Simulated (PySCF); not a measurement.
Species: C3H5F2N.
Structure used (GFN2-xTB), in Å, numbered top down from 1:
```xyz
11
C3H5F2N angstrom
C      1.3907    0.2066    0.1680
C     -0.0470    0.4355   -0.1474
N     -0.4623    1.5508   -0.5302
C     -0.9318   -0.8064    0.0201
F     -2.2451   -0.4747   -0.0163
F     -0.7157   -1.4148    1.2120
H      1.7929   -0.5857   -0.4607
H      1.9459    1.1243    0.0048
H      1.4915   -0.1063    1.2060
H     -1.4618    1.6243   -0.7081
H     -0.7520   -1.5510   -0.7742
```

Computed with TDDFT PBE0/def2-SVPD, vertical, gas phase, core orbitals frozen in the response (PySCF).

Frontier orbitals with the atoms that hold most of them (Löwdin shares over 4%, at most four atoms; ? is withheld):

```
orbital  ε (eV)                            atoms
 HOMO-3  -11.56   C1 28%, F5 20%, H8 15%, F6 12%
 HOMO-2  -10.62   F5 25%, F6 16%, C4 13%, C2 10%
 HOMO-1   -9.47    N3 45%, C2 28%, C1 10%, H7 4%
   HOMO   -7.87                                ?
   LUMO   -0.75                                ?
 LUMO+1    0.71  C1 20%, C4 17%, C2 14%, H11 11%
 LUMO+2    1.29   F5 19%, C1 14%, C4 11%, F6 10%
```

**Question.** Give the leading atoms of the LUMO.

**Answer.** N3 (bonded to C and H) 34%; C2 (bonded to 2 C and N) 33%; C4 (bonded to C, 2 F and H) 9%; C1 (bonded to C and 3 H) 5%. By element: carbon 47%, nitrogen 34%.

**Question.** Give the leading atoms of the HOMO.

**Answer.** N3 (bonded to C and H) 58%; C2 (bonded to 2 C and N) 12%; C4 (bonded to C, 2 F and H) 8%; H10 (bonded to N) 8%. By element: nitrogen 58%, carbon 21% or more, hydrogen 8% or more.

**Question.** How does S1 compare with the orbital gap of 7.12 eV?

**Answer.** S1 is at 5.13 eV (f = 0.0021), 1.99 eV below the gap, made of HOMO→LUMO (98%). Without the coupling terms of the response equations the lowest excitation would equal the gap.

**Question.** One configuration dominates each of S1 and S2. Which, and how do the shares of the two leading atoms of either orbital change from the occupied to the empty one?

**Answer.** 
- S1 (5.13 eV, f 0.0021), HOMO→LUMO (98%): N3 58% → 34%, C2 12% → 33%
- S2 (7.38 eV, f 0.028), HOMO→LUMO+1 (92%): N3 58% → at most 12%, C2 12% → 14%, C1 at most 8% → 20%, C4 8% → 17%

One conformer stands for the species.
